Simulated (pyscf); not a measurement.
Thermochemistry of product channels of O=MoH(Cl)(Cl)–Cl on the singlet surface, in kcal/mol, from ωB97M-D3(BJ)/def2-TZVP energies (ideal gas, 1 atm, RRHO with modes under 100 cm⁻¹ raised to 100, one conformer, R ln 2 for chiral ones without a mode under 150 cm⁻¹). Optimised with ωB97X-D3(BJ)/def2-SVP in PySCF.

```json
[
 {"products": "O=Mo(Cl)–Cl [singlet] + HCl", "ΔE": "+19.1", "ΔH(298 K)": "+18.0", "ΔG(600 K)": "-3.4", "ΔG(900 K)": "-13.9"},
 {"products": "HO–Mo(Cl)(Cl)–Cl [singlet]", "ΔE": "+1.3", "ΔH(298 K)": "+2.5", "ΔG(600 K)": "-0.2", "ΔG(900 K)": "-1.7"}
]
```

The channel to O=Mo(Cl)–Cl [singlet] + HCl turns favourable between 298 and 1200 K (ΔG from +7.3 kcal/mol to -24.0 kcal/mol).

These are energies of the channels, which say nothing of barriers. The other spin state of HO–Mo(Cl)(Cl)–Cl [singlet] is not in these data. O=Mo(Cl)–Cl [singlet] is an excited spin state, 11.7 kcal/mol over the triplet at ωB97X-D3(BJ)/def2-TZVP. 2 of the closed-shell references are unstable towards spin polarisation; treat their single-reference values with care. Elements past Kr carry the def2 core potentials, without spin-orbit coupling.
